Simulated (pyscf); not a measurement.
# Hydrogen abstraction: `[CH3][OH]` + `[CH3]` [doublet] → `[CH3][O]` [doublet] + `[CH4]`

Gas phase, doublet surface, charge 0. Bonds broken: O2–H6. Bonds formed: H6–C7. Single points on ωB97X-D3(BJ)/def2-SVP structures (PySCF, gas phase). MP2 and CC: frozen core, UHF for open shells. ΔMP2 is the change of the MP2 total energy from the triple- to the quadruple-zeta basis.

Transition state (Å):

```xyz
10

C     -2.1525    -0.5938     0.1230
O     -1.6312     0.6913    -0.0282
H     -2.0847    -1.2067    -0.7977
H     -3.2248    -0.4713     0.3588
H     -1.6932    -1.1589     0.9582
H     -0.4730     0.5755    -0.2836
C      0.7562     0.2525    -0.5488
H      0.7101    -0.3423    -1.4697
H      1.2545     1.2217    -0.6747
H      1.1053    -0.3125     0.3245
```

One imaginary mode, 1862i cm⁻¹; descent along it reached the two sides named.

```tsv
bond	change	reactant side (Å)	saddle	product side
O2–H6	breaks	0.967	1.192	2.447
H6–C7	forms	2.220	1.298	1.099
```

Electronic energies relative to the separated reactants (kJ/mol):

```csv
level,barrier,reaction energy,reverse barrier
ωB97X-D3(BJ)/def2-TZVP,38.8,-18.9,57.8
PBE/def2-TZVP,8.0,-18.9,26.9
r²SCAN/def2-TZVP,24.1,-12.8,37.0
B3LYP-D3(BJ)/def2-TZVP,26.9,-18.6,45.5
PBE0-D3(BJ)/def2-TZVP,28.5,-15.6,44.1
M06-2X/def2-TZVP,45.9,-6.8,52.8
ωB97M-D3(BJ)/def2-TZVP,44.7,-14.0,58.7
HF/def2-TZVP,111.8,-33.9,145.7
MP2/def2-QZVPP,71.4,+24.9,46.6
CCSD/def2-TZVPP,65.7,-2.4,68.0
CCSD(T)/def2-TZVPP,55.7,-1.1,56.9
CCSD(T)/def2-TZVPP + ΔMP2(QZVPP),57.1,+2.4,54.6
```

With CCSD(T)/def2-TZVPP + ΔMP2(QZVPP) energies and thermal terms (ideal gas, 1 atm, RRHO with modes under 100 cm⁻¹ raised to 100, one conformer, R ln 2 for chiral ones without a mode under 150 cm⁻¹), in kJ/mol:

| T (K) | ΔH‡ | ΔG‡ | ΔH | ΔG |
|---|---|---|---|---|
| 298 | 48.8 | 86.5 | +2.0 | +4.9 |
| 600 | 49.4 | 124.6 | -0.2 | +8.8 |
| 900 | 52.3 | 161.7 | -1.2 | +13.6 |
| 1200 | 55.9 | 197.6 | -1.4 | +18.6 |

H₃C–O• lies 29.4 kJ/mol over its isomer •H₂C–OH (electronic energy, ωB97M-D3(BJ)). This is the saddle that the search found; another between the same sides may lie lower. The angle at the transferred H is 171°. The CCSD(T) − MP2 part came from Ansatz, without density fitting, on the same reference. The orbital near-degeneracy of the XH₃O or XH₃S radical is left out.
